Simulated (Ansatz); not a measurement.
Abridged output of a molecular run in Ansatz:

```
Functional definition: HF
1616 factors; integrals over basis functions are off by at most 1.0e-3 eV
mean field evaluation 1: about -15063.6145 eV, gradient 3.3e1 eV
mean field evaluation 2: about -15063.9065 eV, gradient 3.3e1 eV
mean field evaluation 4: about -15067.0685 eV, gradient 4.8e0 eV
mean field evaluation 8: about -15067.1374 eV, gradient 2.5e-1 eV
mean field -15067.13774738 eV, -553.7070993433 hartree, gradient 1.9e-6 eV, S^2 0.000000; 0 other end points of the search recorded, 0 dependent functions left out
9 core orbitals not correlated: weight in the atoms' cores, before any rotation towards them, 1.000 or more for the frozen orbitals, at most 0.000 for the correlated occupied ones
reference -15067.13774738 eV, -553.7070993433 hartree; 15, 15 occupied and 254, 254 virtual orbitals, 1616 factors
second order -23.49632173 eV of doubles, -0.00000000 eV of singles
cycle   1  -24.20551403 eV  change   -7.1e-1 eV  update   9.9e-2
cycle   2  -24.80964061 eV  change   -6.0e-1 eV  update   2.8e-2
cycle   3  -24.90293554 eV  change   -9.3e-2 eV  update   1.1e-2
cycle   4  -24.89940744 eV  change    3.5e-3 eV  update   2.6e-3
cycle   5  -24.89996637 eV  change   -5.6e-4 eV  update   9.9e-4
cycle   6  -24.90002970 eV  change   -6.3e-5 eV  update   3.0e-4
cycle   7  -24.89991125 eV  change    1.2e-4 eV  update   1.2e-4
cycle   8  -24.89991013 eV  change    1.1e-6 eV  update   4.4e-5
cycle   9  -24.89991102 eV  change   -8.9e-7 eV  update   1.4e-5
perturbative correction -1.10586730 eV, -0.0406398738 hartree
Total energy: -15093.14352570 eV, -554.6627940695 hartree
```

Its atoms:

Z-matrix (Å, degrees):
```
C
C 1 1.505
H 1 1.095 2 110.2
H 1 1.093 2 111.4 3 119.5
H 1 1.092 2 110.7 3 -120.1
C 2 1.534 1 118.1 3 68.1
S 2 1.841 1 116.8 3 174.2
H 2 1.094 1 110.5 3 -61.3
C 6 1.531 2 96.2 1 140.4
H 6 1.093 2 109.5 1 26.4
H 6 1.094 2 115.7 1 -96.7
H 9 1.091 6 113.4 2 93.8
H 9 1.089 6 116.6 2 -137.7
```

(1) Which basis set was used?
A. def2-TZVPP
B. def2-SVPD
C. cc-pV(Q+d)Z
D. def2-QZVPP

(2) Write the keys of the input that set method, charge and spin (a neutral closed shell needs none for the last two).

## Answers

(1) A. It gives 278 functions.

(2) 
```yaml
correlation: {method: ccsd_t}
```
